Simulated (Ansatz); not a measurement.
`CC1(O)NCS1` at its PBE0-D4/def2-TZVP geometry, where that method's forces vanish. The species carries charge 0 and has multiplicity 1.

```xyz
13

C     1.1068    1.1201   -0.0723
C     0.4765   -0.1917    0.3240
O     1.1542   -0.6610    1.4251
N    -0.9701   -0.1856    0.4927
C    -1.3707   -0.7599   -0.7851
S     0.3046   -1.3929   -1.1019
H     1.0128    1.8288    0.7561
H     0.6207    1.5265   -0.9592
H     2.1670    0.9808   -0.2858
H     0.6635   -1.4260    1.7472
H    -1.3612    0.7263    0.7029
H    -1.6722   -0.0278   -1.5415
H    -2.1319   -1.5376   -0.7025
```

Problem. What forces (eV/Å) does B3LYP-D4/def2-TZVPP give on these atoms in Ansatz? (Best estimate.)

Solution. The calculation gave: 
```
C1   0.095  0.200 -0.051
C2   0.077  0.169 -0.039
O3   0.138 -0.147  0.272
N4  -0.192  0.167  0.210
C5  -0.415 -0.050 -0.213
S6   0.252 -0.321 -0.306
H7   0.009 -0.019 -0.051
H8   0.038 -0.003  0.055
H9  -0.052  0.022  0.006
H10  0.037 -0.023  0.061
H11 -0.017 -0.011  0.018
H12 -0.005 -0.047  0.056
H13  0.034  0.064 -0.018
```

B3LYP here is the variant with VWN-RPA as its local correlation; programs differ in this.
